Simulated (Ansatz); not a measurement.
Two shapes of singlet Si2H6.

Shape 1:

```xyz
8

Si    0.0000    0.0000   -1.1732
Si    0.0000    0.0000    1.1732
H     0.0000   -1.4036   -1.6897
H    -1.2155    0.7018   -1.6897
H     1.2155    0.7018   -1.6897
H     0.0000    1.4036    1.6897
H    -1.2155   -0.7018    1.6897
H     1.2155   -0.7018    1.6897
```

Shape 2:

```xyz
8

Si   -0.0418   -0.0132   -1.1492
Si   -0.0316   -0.0076    1.2112
H     0.0047   -1.3861   -1.6431
H    -1.2580    0.7107   -1.6648
H     1.1772    0.6705   -1.6824
H    -0.0349    1.3847    1.6594
H    -1.1863   -0.7308    1.7180
H     1.2407   -0.7414    1.6725
```

Basis set: cc-pVDZ (spherical functions). Left uncorrelated: 10 orbitals. Charge 0, multiplicity 1.

Computed with Ansatz (development build ahead of 0.2.0); each method stands on the lowest determinant of its kind that the runs found.

Question: Which shape is lower in energy, and by how much in each method?

Answer:

```
 method  E(2) − E(1) (eV)
    RHF             0.065
RHF-MP2             0.065
```

Shape 1 is lower.
